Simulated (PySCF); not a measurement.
Geometry:
```json
{"atom": "N1", "x (Å)": "1.290", "y (Å)": "0.029", "z (Å)": "-0.012"}
{"atom": "C2", "x (Å)": "0.098", "y (Å)": "-0.001", "z (Å)": "-0.016"}
{"atom": "O3", "x (Å)": "-1.125", "y (Å)": "-0.032", "z (Å)": "-0.021"}
```

Total charge -1.

Geometry: PBE0-D3(BJ)/def2-SVP; GIAO shifts from PySCF 2.14.0 with density-fitted response routines, gas phase, non-relativistic, averaged over equivalent atoms.

At PBE0/pcSseg-1 (51 basis functions, 1.8 s wall time on 1 thread of an Arm Neoverse V1, shared host):
| atoms | δ (ppm) |
| --- | --- |
| N1 | 102.1 |
| C2 | 131.2 |
| O3 | 60.6 |

δ = σ(ref) − σ, references computed at the same level: $^{15}$N (σref 265.67) against NH3; TMS for $^{13}$C (σref 184.41); $^{17}$O (σref 334.56) vs H2O.

Q: Estimate the result of repeating the calculation with PBE/pcSseg-2.

A: 
```
atoms  δ at PBE/pcSseg-2  change
   N1               88.8   -13.3
   C2              131.6    +0.4
   O3               52.5    -8.1
```

Chemical shifts δ = σref − σ; $^{15}$N (261.04 ppm) vs NH3; TMS for $^{13}$C (179.39 ppm); $^{17}$O (327.88 ppm) against H2O, all at this level.

The largest change is at N1 (nitrogen bonded to C). Cost: 108 basis functions, 3.1 s wall time on 1 thread of an Arm Neoverse V1, shared host.

Experimental scales use liquid or dissolved standards, which lie at an offset from isolated NH3 (liquid NH3: subtract about 20 ppm) and H2O (liquid H2O: subtract about 36 ppm).
